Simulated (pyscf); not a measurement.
HO–Si(OH)(OH)–O–Si(OH)(OH)–OH + methyl (CH₃•) → •O–Si(OH)(OH)–O–Si(OH)(OH)–OH + methane (CH₄), a hydrogen abstraction (doublet surface; H–O broken, C–H formed). PySCF, gas phase, ωB97X-D3(BJ)/def2-SVP geometries. Energies in kcal/mol from the separated reactants.

Small-basis levels: PySCF, no dispersion term, spherical d functions. Open shells are spin-unrestricted. 

Task: Quick B3LYP/6-31G* single points give ΔE‡ = 11.1 kcal/mol and ΔE = +6.4 kcal/mol. What does ωB97M-D3(BJ)/def2-TZVP give, and how far is the quick result from it?

Result: ωB97M-D3(BJ)/def2-TZVP gives ΔE‡ = 18.7 kcal/mol and ΔE = +14.7 kcal/mol. B3LYP/6-31G* lies 7.6 kcal/mol under it in the barrier and 8.2 kcal/mol under it in the reaction energy, so on this step it does not hold to within 3.0 kcal/mol. ωB97M-D3(BJ)/def2-TZVP has limits of its own. One saddle was located; it need not be the lowest between these sides. The angle at the transferred H is 165°.
